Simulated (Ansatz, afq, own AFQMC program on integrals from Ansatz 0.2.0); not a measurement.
AFQMC on a folder of integrals that Ansatz 0.2.0 wrote.

```yaml
crystal:
  periodic: [false, false, false]
  atoms:
    - {symbol: O, position_ang: [0.000000, 0.000000, 0.000000]}
basis:
  gaussian: {orbitals: cc-pVDZ}
magnetization: {spin_polarized: true, initial_magnetization: 4}
correlation: {method: ccsd_t, electrons: outside_noble_gas, hamiltonian_folder: ham}
```

```sh
$ ansatz run in.yaml --threads 1 --pin off --events-out ev --progress --plain --max-ram 1382MiB
```

Options of the walk:

```
--method free --trial cid --walkers 20 --time-step 0.05 --max-blocks 30 --target-error 0.00058 --factor-cut 1e-05 --seed 7869 --times 0,2,5,8,12 --taylor-order 4
```

Times are imaginary, in 1/Eh. The walk had a cap of 90 s.

```
orbitals 13  electrons 5 1  factors 70 of 71
reference energy -73.80511624 Eh
CCSD correlation -0.09173954 Eh in 9 cycles, weight of the determinant in the CISD state 0.9675
repeat  energy at the last time / Eh  error
    10  -73.897008  0.000412
    20  -73.897346  0.000713
    30  -73.897601  0.000608
time / (1/Eh)  energy / Eh  error  mean overlap
  0.00  -73.896825  0.000018  1.0334
  2.00  -73.897900  0.000089  1.0665
  5.00  -73.897846  0.000122  1.1144
  8.00  -73.897477  0.000167  1.2056
 12.00  -73.897601  0.000608  1.2387
energy -73.897601 +/- 0.000608 Eh
```

The run failed at least one of its tests; the cautions name the faults.

Against this walk (error 16.6 meV) on the same determinant: CCSD(T) 3.0 meV lower (within the noise), CCSDT(Q) 9.6 meV lower (within the noise), CCSDTQ 9.8 meV lower (within the noise), full CI (a separate run on its own orbitals, whose frozen core shifts it by up to a few meV) 3.1 meV lower (within the noise). The error is statistical, and a free projection of finite length keeps a remainder of its start.

A setting was made bad on purpose (projection too long), so the walk's energy isn't to be trusted. Here it did no visible harm: the energy meets the surest value within the noise.

Cautions: remainder of the start not in the error; phase noise grows fast; another spin lies lower (by 27.55 eV); in this basis the state lies above a state of the ion, a sign that the basis lacks the diffuse functions it needs, so its energy is an artefact of the basis; full CI with its own frozen core; so few walkers bias the energy; the time-step error isn't removed.

CCSDT and higher add their correlation energy to the determinant of the CCSD(T) run, since their own runs factorise the integrals more tightly (a shift of under 2 meV). A walk keeps the symmetry of its determinant, which the program's search chose and which needn't be the lowest solution, so a lower state of the same spin and another symmetry isn't excluded.
